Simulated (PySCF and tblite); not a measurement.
4 constitutional isomers of C4H8O2:

| isomer | SMILES |
| --- | --- |
| A | [CH2:1]1[CH2:2][O:3][CH2:4][O:5][CH2:6]1 |
| B | [CH2:1]1[CH2:2][O:3][CH2:4][CH2:5][O:6]1 |
| C | [OH:1][CH2:2][CH2:3][C@@H:4]1[CH2:5][O:6]1 |
| D | [OH:1][CH2:2][C@@H:3]1[CH2:4][CH2:5][O:6]1 |

Measured ¹³C shifts of one of them (ppm against TMS, one entry a carbon; solvent THF-d8; Fulmer et al., Organometallics 2010, 29, 2176): 67.65, 67.65, 67.65, 67.65.

Protocol: conformer search, at most 5 conformers an isomer, GFN2-xTB geometries, energies TPSS/def2-TZVP (IEF-PCM, chloroform) (D3(BJ) added where defined), GIAO shieldings WP04/pcSseg-1 (IEF-PCM, chloroform), weights at 298.15 K with GFN2-xTB thermal terms. Programs: PySCF with density fitting and tblite.

Computed shifts in falling order:

```csv
carbon,measured,A,B,C,D
1,67.65,99.2,72.7,67.7,88.7
2,67.65,72.3,72.7,53.1,74.0
3,67.65,72.3,72.7,46.2,71.1
4,67.65,31.7,72.7,40.3,28.1
```

Q: Which structure fits the measured spectrum?

A: After a straight-line fit of each column to the measured values (slope held to 0.85 to 1.15; an offset alone for few or close values), with errors scored by one-sided Student-t tails (width 1.5 ppm, 10 degrees of freedom):

```json
{"isomer": "A", "slope": "1.000", "mean error (ppm)": "18.57", "largest error": "37.1", "P (%)": "0.0"}
{"isomer": "B", "slope": "1.000", "mean error (ppm)": "0.00", "largest error": "0.0", "P (%)": "100.0"}
{"isomer": "C", "slope": "1.000", "mean error (ppm)": "8.56", "largest error": "15.8", "P (%)": "0.0"}
{"isomer": "D", "slope": "1.000", "mean error (ppm)": "18.70", "largest error": "37.4", "P (%)": "0.0"}
```

The score favours B, which is the compound measured. Its computed assignment: ¹H (against TMS): 3.69 (H1/H2/H4/H5, 8H). ¹³C (against TMS): 72.7 (C1/C2/C4/C5).

The conformer set may be incomplete (the search or the number kept was capped). Shifts are unscaled: against experiment ¹³C can be off by 15 ppm or more and ¹H by 0.8 ppm. A force-field rotamer fell away at GFN2-xTB, so the set may lack it.
